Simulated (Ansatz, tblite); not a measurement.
Cost and result up the ladder for Na₃⁻ (the lowest singlet isomer of a short search) (3 atoms). Total charge -1; singlet. Geometry: PBE0/def2-TZVPD.

Cartesian coordinates in Å:
```
Na 0.000 -0.001 0.000
Na 1.151 -1.423 2.906
Na -1.151 1.424 -2.906
```

Ansatz on 4 threads of Arm Neoverse V1 on a shared host; xTB runs through tblite on one thread. Times are rough, summed over both states, and most runs start from the orbitals of an earlier one. B2PLYP/def2-TZVPD serves as the yardstick here, not as an exact answer. The other state is a triplet at its own geometry.

The xTB rows come from tblite. Correlated methods freeze 3 core orbitals; core or outer-core shells of Na are correlated, in sets that lack core-valence functions. At PBE0/def2-TZVPD a broken-symmetry singlet of charge -1 lies 0.54 eV below the triplet, each at its own geometry. The structure comes from a short search, and lower isomers may exist.

Run but left out: HF/STO-3G (singlet: restricted singlet, unstable in another Hartree–Fock run and untested here); HF/def2-TZVPD, HF/def2-TZVPPD, r2SCAN/def2-TZVPD (singlet: restricted singlet, unstable towards broken spin symmetry); MP2/def2-TZVPD, MP2/def2-TZVPPD (triplet: ⟨S²⟩ 2.45, where a pure state has 2.00).

Correlated methods converge slowly with the basis.

xTB has no spin-polarisation term.

```json
{"level": "GFN2-xTB", "functions": "12", "wall time": "0.002 s", "triplet − singlet (eV)": "1.76", "difference from B2PLYP/def2-TZVPD (eV)": "1.07", "remarks": "–"}
{"level": "PBE/def2-TZVPD", "functions": "105", "wall time": "2.8 s", "triplet − singlet (eV)": "0.55", "difference from B2PLYP/def2-TZVPD (eV)": "-0.14", "remarks": "HOMO above zero (singlet), HOMO above zero (triplet)"}
{"level": "revPBE/def2-TZVPD (with forces)", "functions": "105", "wall time": "2.8 s", "triplet − singlet (eV)": "0.52", "difference from B2PLYP/def2-TZVPD (eV)": "-0.18", "remarks": "HOMO above zero (singlet), HOMO above zero (triplet)"}
{"level": "RPA@PBE/def2-TZVPD", "functions": "105", "wall time": "3.7 s", "triplet − singlet (eV)": "0.60", "difference from B2PLYP/def2-TZVPD (eV)": "-0.09", "remarks": "–"}
{"level": "B2PLYP/def2-TZVPD", "functions": "105", "wall time": "5.2 s", "triplet − singlet (eV)": "0.69", "difference from B2PLYP/def2-TZVPD (eV)": "0.00", "remarks": "–"}
{"level": "CAM-B3LYP/def2-TZVPD", "functions": "105", "wall time": "5.5 s", "triplet − singlet (eV)": "0.66", "difference from B2PLYP/def2-TZVPD (eV)": "-0.03", "remarks": "–"}
{"level": "r2SCAN0/def2-TZVPD", "functions": "105", "wall time": "11 s", "triplet − singlet (eV)": "0.45", "difference from B2PLYP/def2-TZVPD (eV)": "-0.24", "remarks": "HOMO above zero (triplet)"}
{"level": "CCSD(T)/def2-TZVPPD", "functions": "105", "wall time": "16 s", "triplet − singlet (eV)": "0.67", "difference from B2PLYP/def2-TZVPD (eV)": "-0.02", "remarks": "large T1 (0.051) (triplet), restricted SCF unstable (singlet), spin-contaminated (⟨S²⟩ 2.45) (triplet)"}
{"level": "ωB97X-V/def2-TZVPD", "functions": "105", "wall time": "17 s", "triplet − singlet (eV)": "0.69", "difference from B2PLYP/def2-TZVPD (eV)": "-0.01", "remarks": "–"}
```
